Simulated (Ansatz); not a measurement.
For zinc-blende AlAs, BLYP (plane waves, PAW; Ansatz, a first-principles code) gives:

- equilibrium lattice constant a = 5.796 Å
- bulk modulus = 59.5 GPa
- band gap at the measured cell = 1.70 eV

**Question.** What does B3LYP (VWN-RPA form) (Ansatz, plane waves, PAW) give for the same quantities?

**Answer.** 
- lattice constant a: 5.735 Å (falls by 1.1 %)
- bulk modulus: 69.0 GPa (rises by 16 %)
- band gap at the measured cell: 2.74 eV (goes up by 1.04 eV)

For comparison: lattice constant a 5.649 Å (measured, static lattice: zero-point anharmonic expansion removed; as tabulated in Mejia-Rodriguez and Trickey (2018), arXiv:1807.09216); bulk modulus 75 GPa (measured, 0 K value with the zero-point phonon effect removed; as tabulated in Mejia-Rodriguez and Trickey (2018), arXiv:1807.09216); band gap 2.28 eV (measured, zero-point renormalisation of 0.04 eV added back here (the table's ZPR column); inputs from Chen et al. (2018), doi:10.1103/physrevmaterials.2.073803).

Changes are worked out from the printed values.

Unless a cell is named, each level is at its own relaxed cell (BLYP 24.34, B3LYP (VWN-RPA form) 23.57 Å³/atom).

Levels without +SOC have no spin–orbit coupling; where heavier elements are present it shifts gaps, mostly down, and can invert bands. Density-functional gaps are differences of (generalised) Kohn–Sham levels.

Ansatz's density-functional and Hartree–Fock values are scalar-relativistic unless marked +SOC, with PAW data made under PBE.
